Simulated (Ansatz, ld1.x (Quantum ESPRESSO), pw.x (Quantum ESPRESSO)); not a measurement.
# From atom to crystal: PAW potential for boron

* Element: boron (B)
* Generator: ld1.x (Quantum ESPRESSO) 7.5
* Type: PAW
* Functional: PBEsol
* Relativity: scalar-relativistic
* Frozen core: [He]
* Valence charge: 3
* Reference configuration: 2s2 2p1
* Partial waves: 2s (bound): rcut 1.05, rcutus 1.15 bohr; 2s channel at -0.2 Ry: rcut 1.05, rcutus 1.15 bohr; 2p (bound): rcut 2.35, rcutus 2.50 bohr; 2p channel at 0.1 Ry: rcut 2.35, rcutus 2.50 bohr; 3d channel at 0.05 Ry: rc 2.00 bohr
* Local potential: the d channel
* Core correction: Bessel-smoothed model core, default radius (core density twice the valence density)
* Augmentation charge: BESSEL, radius 0.90 bohr

Atomic tests: cutoffs needed: 18 Ry and 30 Ry (the cutoffs (Ry, on a coarse ladder) from which the occupation-weighted sum of valence levels, in a spherical-Bessel basis at the reference potential, stays within 10 and 1 mRy of its value at 400 Ry); ghost test: no extra level below or beside the all-electron valence levels (s, p, d, f tested) (spherical-Bessel basis up to 400 Ry, 20 bohr box); configuration tests: test run stopped at test 2 of 7 (negative rho).

Crystal test: fcc B in pw.x 7.5, no spin, 18³ k-points, Fermi–Dirac smearing 0.01 Ry, cutoffs 40/320 Ry. The lattice is a test structure that the element need not adopt, and mesh and smearing are coarse.

pw.x input:

```
&control
  calculation='scf', prefix='x', pseudo_dir='./', outdir='./tmp', tstress=.true., disk_io='none'
/
&system
  ibrav=0, nat=1, ntyp=1, ecutwfc=40, ecutrho=320, nbnd=8,
  occupations='smearing', smearing='fd', degauss=0.01
/
&electrons
  conv_thr=1e-09, mixing_beta=0.4, electron_maxstep=70
/
ATOMIC_SPECIES
B 1.0 B.UPF
CELL_PARAMETERS angstrom
  0.00000000 1.42898750 1.42898750
  1.42898750 0.00000000 1.42898750
  1.42898750 1.42898750 0.00000000
ATOMIC_POSITIONS crystal
B 0.0000 0.0000 0.0000
K_POINTS automatic
18 18 18 0 0 0
```

```bash
pw.x < B.scf.in > B.scf.out
```

Q: How does the run end?

A: Failed: no self-consistency to 1e-9 Ry within 70 iterations. The largest radius (2.50 bohr) exceeds half the bond length (1.91 bohr), so the spheres overlap, which is one possible source of error among others. Atomic configuration tests: test run stopped at test 2 of 7 (negative rho). The log shows:

```
Message from routine setup:
     using ibrav=0 with symmetry is DISCOURAGED, use correct ibrav instead
     lattice parameter (alat)  =       3.8189  a.u.
     unit-cell volume          =      39.3833 (a.u.)^3
     number of electrons       =         3.00
     number of Kohn-Sham states=            8
     kinetic-energy cutoff     =      40.0000  Ry
     charge density cutoff     =     320.0000  Ry
     scf convergence threshold =      1.0E-09
     Exchange-correlation= SLA  PW   PSX  PSC
     number of k points=   195  Fermi-Dirac smearing, width (Ry)=  0.0100
     iteration #  1     ecut=    40.00 Ry     beta= 0.40
     total energy              =     -11.10321123 Ry
     estimated scf accuracy    <       0.01257920 Ry
     iteration #  2     ecut=    40.00 Ry     beta= 0.40
     total energy              =     -11.11877732 Ry
     estimated scf accuracy    <       0.00564820 Ry
     iteration #  3     ecut=    40.00 Ry     beta= 0.40
     total energy              =     -11.13467268 Ry
     estimated scf accuracy    <       0.00063005 Ry
     iteration #  4     ecut=    40.00 Ry     beta= 0.40
     total energy              =      -9.23639199 Ry
     estimated scf accuracy    <       2.03530419 Ry
     [... 62 iterations left out ...]
     iteration # 67     ecut=    40.00 Ry     beta= 0.40
     total energy              =     -11.10341638 Ry
     estimated scf accuracy    <       0.00048773 Ry
     iteration # 68     ecut=    40.00 Ry     beta= 0.40
     total energy              =     -11.09571737 Ry
     estimated scf accuracy    <       0.00083110 Ry
     iteration # 69     ecut=    40.00 Ry     beta= 0.40
     total energy              =     -11.09530118 Ry
     estimated scf accuracy    <       0.00027873 Ry
     iteration # 70     ecut=    40.00 Ry     beta= 0.40
     total energy              =     -11.09084607 Ry
     estimated scf accuracy    <       0.00009716 Ry
     convergence NOT achieved after  70 iterations: stopping
     Message from routine punch:
     Nothing written, as per user request (disk_io='none')
```
